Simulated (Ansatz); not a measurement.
# NO2F (SMILES O=[N+]([O-])F) at 6 levels

Aim: a comparison of 6 runs (HF/STO-3G, HSE06/STO-3G, UB3LYP/STO-3G, MP2/STO-3G, CCSD/STO-3G, UCCSD(T)/STO-3G) of NO2F. 

The results are computed with Ansatz 0.2.0.

69 further runs of the same task are left out: 10 that didn't finish, 59 set aside as unsound or not needed.

**1. Starting point**

NO2F has 4 atoms, charge 0, and is taken as a singlet. As SMILES, `O=[N+]([O-])F`. The N2–O1 distance was set to 2.924 Å, away from the relaxed value. At this shape a bond of the SMILES string is far longer than usual.

Bond lengths: N2–O3 1.170 Å, N2–F4 1.442 Å. Angles: O3–N2–F4 112.2°.

**2. A single-point energy at HF/STO-3G (run 1)**

Contents of in.yaml:

```yaml
basis:
  gaussian:
    orbitals: STO-3G
crystal:
  periodic: [false, false, false]
  atoms:
    - {symbol: O, position_ang: [0.351144, 1.282518, 2.666901]}
    - {symbol: "N", position_ang: [0.079720, -0.071800, 0.089140]}
    - {symbol: O, position_ang: [0.476580, -1.068680, -0.376880]}
    - {symbol: F, position_ang: [-0.744590, 0.670550, -0.832510]}
accuracy: high
total_charge: 0
hamiltonian:
  xc: hf
```

Launch:

```
$ ansatz run in.yaml --threads 1 --pin off --max-ram 3480MiB --events-out events.jsonl --progress --plain --runs-dir runs
```

Output:

```text
Warning: RAYON_NUM_THREADS=1 ignored (pool sized by the plan → 1); use --threads N
Functional definition: HF
  name "HF"
  exchange = exact_x
  correlation = 0
335 factors; integrals over basis functions are off by at most 4.2e-8 eV
mean field evaluation 1: about -8089.8196 eV, gradient 5.4e1 eV
mean field evaluation 2: about -8089.8847 eV, gradient 5.4e1 eV
mean field evaluation 4: about -8086.2276 eV, gradient 2.1e1 eV
mean field evaluation 8: about -8133.4417 eV, gradient 2.7e1 eV
mean field evaluation 16: about -8141.1132 eV, gradient 1.8e-7 eV
mean field evaluation 32: about -8141.0332 eV, gradient 5.5e-2 eV
mean field evaluation 64: about -8141.0288 eV, gradient 2.2e-1 eV
mean field evaluation 96: about -8133.6985 eV, gradient 2.2e0 eV
mean field evaluation 128: about -8117.6708 eV, gradient 1.3e1 eV
mean field evaluation 160: about -8107.4371 eV, gradient 5.9e1 eV
mean field -8141.11318654 eV, -299.1803913607 hartree, gradient 2.1e-8 eV, S^2 0.000000; 4 other end points of the search recorded, 0 dependent functions left out
reference -8141.11318654 eV, -299.1803913607 hartree; 16, 16 occupied and 4, 4 virtual orbitals, 335 factors
Total energy: -8141.11318654 eV, -299.1803913607 hartree
```

Wall time 0.22 s (1 thread of Arm Neoverse V1, shared host).

**3. The energy at HSE06/STO-3G (run 2)**

Contents of molecule.yaml:

```yaml
crystal:
  periodic: [false, false, false]
  atoms:
    - symbol: O
      position_ang: [0.351144, 1.282518, 2.666901]
    - symbol: "N"
      position_ang: [0.079720, -0.071800, 0.089140]
    - symbol: O
      position_ang: [0.476580, -1.068680, -0.376880]
    - symbol: F
      position_ang: [-0.744590, 0.670550, -0.832510]
basis:
  gaussian: {orbitals: STO-3G}
accuracy: high
hamiltonian: {xc: {name: HSE06}}
```

Launch:

```
$ ansatz run molecule.yaml --threads 1 --pin off --max-ram 3480MiB --events-out events.jsonl --progress --plain --runs-dir runs
```

Output:

```text
Warning: RAYON_NUM_THREADS=1 ignored (pool sized by the plan → 1); use --threads N
Functional definition: HSE06
  name "HSE06"
  parameter a = 0.25
  parameter omega = 0.11/bohr
  exchange = pbe_x - a*pbe_x_sr(omega) + a*exact_x_sr(omega)
  correlation = pbe_c
335 factors; integrals over basis functions are off by at most 4.2e-8 eV
52 factors; integrals over basis functions are off by at most 2.9e-10 eV
mean field evaluation 1: about -8120.6561 eV, gradient 5.0e1 eV
mean field evaluation 2: about -7602.8959 eV, gradient 2.4e1 eV
mean field evaluation 4: about -8092.7904 eV, gradient 6.8e1 eV
mean field evaluation 8: about -8167.6043 eV, gradient 4.6e-1 eV
mean field evaluation 16: about -8167.6148 eV, gradient 1.6e-5 eV
mean field evaluation 32: about -8167.6063 eV, gradient 1.1e-1 eV
mean field -8167.61482139 eV, -300.1543084778 hartree, gradient 8.6e-8 eV, S^2 0.000000; 4 other end points of the search recorded, 0 dependent functions left out
reference -8167.61482230 eV, -300.1543085112 hartree; 16, 16 occupied and 4, 4 virtual orbitals, 335 factors
Total energy: -8167.61482230 eV, -300.1543085112 hartree
```

Wall time 3.3 s (1 thread of Arm Neoverse V1, shared host); peak memory 0.092 GiB.

Runs 3 to 4 aren't shown in full; the table further down has their settings and results.

**4. The energy at CCSD/STO-3G (run 5)**

Contents of job.yaml:

```yaml
crystal:
  periodic: [false, false, false]
  atoms:
    - {symbol: O, position_ang: [0.351144, 1.282518, 2.666901]}
    - {symbol: N, position_ang: [0.079720, -0.071800, 0.089140]}
    - {symbol: O, position_ang: [0.476580, -1.068680, -0.376880]}
    - {symbol: F, position_ang: [-0.744590, 0.670550, -0.832510]}
basis:
  gaussian: {orbitals: STO-3G}
correlation: {method: ccsd, frozen_orbitals: {F: 1, "N": 1, O: 1}}
accuracy: high
scf: {omitted_lower_state_checks: [cluster_reference, increment]}
```

Launch:

```
$ ansatz run job.yaml --threads 1 --pin off --max-ram 3480MiB --events-out events.jsonl --progress --plain --runs-dir runs
```

Output:

```text
Warning: RAYON_NUM_THREADS=1 ignored (pool sized by the plan → 1); use --threads N
[... 16 lines left out ...]
4 core orbitals not correlated: weight in the atoms' cores, before any rotation towards them, 1.000 or more for the frozen orbitals, at most 0.000 for the correlated occupied ones
[... 220 lines left out ...]
Total energy: -8147.16026352 eV, -299.4026173409 hartree
Checks for a lower state left out: cluster_reference, increment
```

Run time: 1 s. Hardware: 1 thread of Arm Neoverse V1, shared host.

**5. The energy at UCCSD(T)/STO-3G (run 6)**

Contents of molecule.yaml:

```yaml
crystal:
  periodic: [false, false, false]
  atoms:
    - {symbol: O, position_ang: [0.351144, 1.282518, 2.666901]}
    - {symbol: N, position_ang: [0.079720, -0.071800, 0.089140]}
    - {symbol: O, position_ang: [0.476580, -1.068680, -0.376880]}
    - {symbol: F, position_ang: [-0.744590, 0.670550, -0.832510]}
basis:
  gaussian:
    orbitals: STO-3G
magnetization:
  spin_polarized: true
correlation:
  method: ccsd_t
  frozen_orbitals: {F: 1, "N": 1, O: 1}
accuracy: high
scf:
  omitted_lower_state_checks: [cluster_reference, increment]
```

Launch:

```
$ ansatz run molecule.yaml --threads 1 --pin off --max-ram 3480MiB --events-out events.jsonl --progress --plain --runs-dir runs
```

Output:

```text
Warning: RAYON_NUM_THREADS=1 ignored (pool sized by the plan → 1); use --threads N
[... 22 lines left out ...]
4 core orbitals not correlated: weight in the atoms' cores, before any rotation towards them, 1.000 or more for the frozen orbitals, at most 0.000 for the correlated occupied ones
[... 81 lines left out ...]
Total energy: -8147.56654693 eV, -299.4175479809 hartree
Checks for a lower state left out: cluster_reference, increment
```

Run time: 3.6 s. Hardware: 1 thread of Arm Neoverse V1, shared host.

**6. Overview of the runs**

| run | level | frozen core orbitals | energy (Eh) | wall time |
| --- | --- | --- | --- | --- |
| 1 | HF/STO-3G | – | -299.180391 | 0.22 s |
| 2 | HSE06/STO-3G | – | -300.154309 | 3.3 s |
| 3 | UB3LYP/STO-3G | – | -300.495788 | 51 s |
| 4 | MP2/STO-3G | 4 | -299.345093 | 0.6 s |
| 5 | CCSD/STO-3G | 4 | -299.402617 | 1 s |
| 6 | UCCSD(T)/STO-3G | 4 | -299.417548 | 3.6 s |

**7. Results**

```
                                          quantity          value
                               run 6: total energy  -299.41755 Eh
run 6: correlation energy (4 core orbitals frozen)     -126.2 mEh
                             run 6: (T) correction      -2.57 mEh
          run 6: ⟨S²⟩ of the reference determinant          2.075
                              run 6: T1 diagnostic          0.031
```

**Reading.** Below the HF energy at the same shape and in the same basis (STO-3G): MP2 -164.7 mEh; CCSD -222.2 mEh; UCCSD(T) -237.2 mEh. Some of these start from another determinant than that one, so these aren't their correlation energies. Totals of different functionals can't be ranked against each other. In runs 4, 5 the log says that unrestricted orbitals would lower the reference, so the values rest on an unstable closed-shell determinant (other closed-shell runs at this shape may share the fault). In runs 1, 2, 3, 4, 5, 6 the basis is minimal, so the values are rough. In runs 1, 2, 4, 5 a closed-shell determinant meets a far-stretched bond, which it describes badly. Spin contamination of the reference: run 6 ⟨S²⟩ = 2.07, run 3 ⟨S²⟩ = 1.00. Where it is this large, the reference is a mixture of spin states, and values that rest on it are in doubt. All runs together took 60 s, the longest 51 s.
